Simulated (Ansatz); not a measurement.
NaBHS (SMILES [Na][BH][S-]) (charge -1), closed shell: a single point displaced at random from a GFN2-xTB minimum.

Input (in.yaml):

```yaml
crystal:
  periodic: [false, false, false]
  atoms:
    - {symbol: Na, position_ang: [-1.496700, 1.221400, -1.143900]}
    - {symbol: B, position_ang: [0.001000, -0.072200, 0.097100]}
    - {symbol: S, position_ang: [1.586400, -0.561200, -0.417600]}
    - {symbol: H, position_ang: [-0.189000, -0.685500, 1.153300]}
basis:
  gaussian: {orbitals: "def2-TZVPPD.json"}
total_charge: -1
hamiltonian: {xc: pbe0, dispersion: d4}
output: {forces: true, orbitals: {seedname: orbitals}}
```

The basis file named in the input lies beside it (Basis Set Exchange, JSON).

An equivalent command:

```bash
ansatz run in.yaml --threads 4 --pin off --events-out ev --progress --plain
```

What Ansatz 0.2.0 printed:

```
Functional definition: PBE0
  name "PBE0"
  cite "Adamo & Barone, J. Chem. Phys. 110, 6158 (1999) doi:10.1063/1.478522"
  cite "Perdew, Burke & Ernzerhof, Phys. Rev. Lett. 77, 3865 (1996) doi:10.1103/PhysRevLett.77.3865"
  parent pbe
  parameter a = 0.25
  parameter kappa = 0.804
  parameter beta = 0.06672455060314922
  exchange = (1 - a)*pbe_x(kappa = kappa, mu = beta*pi^2/3) + a*exact_x
  correlation = pbe_c(beta = beta)
910 factors; their error is unknown
mean field evaluation 1: about -15935.6533 eV, gradient 2.2e1 eV
mean field evaluation 2: about -15931.5227 eV, gradient 4.0e1 eV
mean field evaluation 4: about -15937.0715 eV, gradient 4.5e0 eV
mean field evaluation 8: about -15937.2245 eV, gradient 2.1e-1 eV
mean field evaluation 16: about -15937.2245 eV, gradient 1.9e-5 eV
mean field -15937.22452688 eV, -585.6821987242 hartree, gradient 1.9e-5 eV, S^2 0.000000; 0 other end points of the search recorded, 0 dependent functions left out
the calculation of the forces begins
reference -15937.22456634 eV, -585.6822001740 hartree; 17, 17 occupied and 123, 123 virtual orbitals, 910 factors
Total energy: -15937.29438027 eV, -585.6847657889 hartree
Atom 0 at    -1.496700     1.221400    -1.143900 Å, force    -0.519138     0.493840    -0.455309 eV/Å
Atom 1 at     0.001000    -0.072200     0.097100 Å, force     1.634307    -1.646857     1.155030 eV/Å
Atom 2 at     1.586400    -0.561200    -0.417600 Å, force    -0.225598     0.531165    -0.559909 eV/Å
Atom 3 at    -0.189000    -0.685500     1.153300 Å, force    -0.889571     0.621852    -0.139812 eV/Å
Dipole moment:     0.030884     0.020066    -0.148311 e Å
```

The lines “mean field evaluation” count trial sets of orbitals through the whole run, from several starts and some on an approximate energy, so they need not fall steadily or lie above the final value.

Hardware: 4 CPU threads, shared host. Wall time about 1.1 s.
